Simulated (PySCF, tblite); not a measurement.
Isomers of C4H5Cl2 (doublet state), one GFN2-xTB conformer each. Single-point energies are computed at B3LYP/pcH-1 (PySCF, gas phase, no added dispersion term), electronic only. GFN2-xTB treats the open shell by occupation alone, and not every SCF solution was tested for stability.

Question: Rank them by B3LYP/pcH-1 energy, lowest first (kcal/mol).
A. `[CH3:1]/[C:2](=[C:3]/[Cl:4])[CH2:5][Cl:6]` (doublet state) with C1–C2–C5–Cl6 -72°
B. `[CH3:1]/[C:2]([CH:3][Cl:4])=[CH:5]\[Cl:6]` (doublet state) with C1–C2–C3–Cl4 180°
C. `[CH2:1]/[C:2](=[CH:3]\[Cl:4])[CH2:5][Cl:6]` (doublet state) with H–C1–C2–C3 179° and -1°, C1–C2–C5–Cl6 105°

Answer: B (0.0), C (3.5), A (25.4).

Neighbours under 5.0 kcal/mol apart (C/C([CH]Cl)=C\Cl and [CH2]/C(=C\Cl)CCl) can change places with a better method, another conformer or zero-point energy. GFN2-xTB itself gives, in the same order: 0.0, 9.1, 25.1. Both levels put the same isomer lowest; measured from each level's own lowest isomer, the values differ by up to 5.6 kcal/mol ([CH2]/C(=C\Cl)CCl: 9.1 against 3.5).

What happens when harmonic zero-point energies from GFN2-xTB frequencies are added?

```tsv
SMILES	ZPE (kcal/mol)	electronic (kcal/mol)	with ZPE (kcal/mol)
C/C([CH]Cl)=C\Cl	47.1	0.0	0.0
[CH2]/C(=C\Cl)CCl	47.0	3.5	3.4
C/C(=[C]/Cl)CCl	47.6	25.4	25.8
```

The zero-point energies span 0.6 kcal/mol. The order is unchanged.

As an exercise, what shares would exp(−E/RT) give at 500 K from these electronic energies alone (no entropy, no degeneracies)?

RT = 0.994 kcal/mol: C/C([CH]Cl)=C\Cl 97.3 %, [CH2]/C(=C\Cl)CCl 2.7 %, C/C(=[C]/Cl)CCl under 0.1 %.
